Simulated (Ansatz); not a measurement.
# HGeCl, triplet: the ladder up to UCCSDT(Q)

Geometry: that of the HGeCl, singlet, kept fixed. The singlet lies 1.8 eV lower here.

```
atom   x (Å)    y (Å)    z (Å)
  Ge  0.0000  -0.0334   0.7078
  Cl  0.0000   0.0241  -1.4746
   H  0.0000   1.5604   0.8535
```

Basis cc-pVDZ; Ansatz 0.2.0. Only valence electrons are correlated (noble-gas cores and the filled d shells of p-block atoms frozen), which leaves 12 electrons in 31 orbitals. R marks a restricted (for open shells ROHF) determinant, U an unrestricted one. Active spaces: valence = (12e, 9o) chosen from the atoms' valence shells. No spin–orbit coupling is included, and no scalar relativity.

Full CI isn't at hand for all of this; UCCSDT(Q) serves as the reference, and is uncertain by about the last step of the cluster series. The frozen core follows each run's orbitals, which can shift R against U totals by a few meV for light atoms and by up to 0.1 eV past Ca.

The UHF ⟨S²⟩ is 2.013. The T1 diagnostic (RCCSD) is 0.0285. The largest doubles amplitude (RCCSD) is 0.033 and the T1 diagnostic (UCCSD) is 0.0212.

```json
{"level": "UHF", "E − E(RHF) (eV)": "-0.0922"}
{"level": "UMP2", "E − E(RHF) (eV)": "-5.3984"}
{"level": "UCCSD", "E − E(RHF) (eV)": "-6.1238"}
{"level": "UCCSD(T)", "E − E(RHF) (eV)": "-6.2715"}
```

(1) Estimate how far UCCSDT(Q) in cc-pVDZ lies from UCCSD(T). The table doesn't fix it; the size of (T) and the diagnostics are the guide.

(1) UCCSDT(Q) in cc-pVDZ lies 1.37 mEh below UCCSD(T), which is 25 % of the (T) step (-5.43 mEh). The diagnostics give no warning, yet the rest is a sizeable part of (T).

The other levels:

```
 level  E − E(UCCSDT(Q)) (mEh)  share of correlation (%)  wall time
UCCSDT                    0.49                     99.79          –
```

The correlation energy at UCCSDT(Q), counted from RHF, is -6.309 eV. That run took 15 s on 1 thread of Arm Neoverse V2, shared host.

Run but not shown, since their state or frozen core can't be matched to the reference's or they repeat it: RHF, RMP2, CISD, RCCSD, RCCSD(T), BCCD(T), RCCSDT, RCCSDT(Q), CASSCF (valence space), NEVPT2 (valence space), MRCISD (valence space), MRCISD+Q (valence space).

Times hold each run's SCF and search for its determinant on a shared host, so for small cases they say little of a method's own cost; they ran on 1 thread of Arm Neoverse V2.

Natural occupations of CASSCF (valence space) about the gap: 1.996 1.981 1.964 1.006 1.003 0.031 0.024; effectively unpaired electrons, Σ n²(2−n)², 2.01.
